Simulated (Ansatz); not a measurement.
Reaction (SMILES): CCl (CH3-Cl) → CH3Cl+ (doublet, bonded as CCl) + e-
B3LYP-D3(BJ)/def2-TZVP geometries, fixed; electronic energies without zero-point terms.

Basis-set convergence of the adiabatic ionisation energy at CCSD(T) with Ansatz (a program for electronic structure). Cartesian d functions, on some or all atoms, in 6-31G**; all else is spherical. Cores are frozen. Open shells are unrestricted. No added dispersion term, no relativity. Functions are those of the species that has most. Reference: Hartree-Fock in cc-pV(Q+d)Z plus the correlation part extrapolated as X^-3 from cc-pV(T+d)Z and cc-pV(Q+d)Z, 11.437 eV, itself unsure by roughly 0.033 eV (a third of the extrapolation step and of the last Hartree-Fock step). Deviations are taken from unrounded values.

```
basis              functions  adiabatic ionisation energy (eV)  minus reference (eV)
-----------------  ---------  --------------------------------  --------------------
STO-3G                    17                             9.828                -1.609
pcseg-1                   47                            11.090                -0.347
6-31G**                   49                            10.952                -0.485
cc-pV(D+d)Z               52                            10.955                -0.482
6-311++G(2d,2p)           92                            11.156                -0.281
def2-TZVPP               115                            11.222                -0.215
6-311++G(3df,3pd)        140                            11.247                -0.190
aug-cc-pV(T+d)Z          170                            11.289                -0.148
pcseg-3                  223                            11.331                -0.106
```
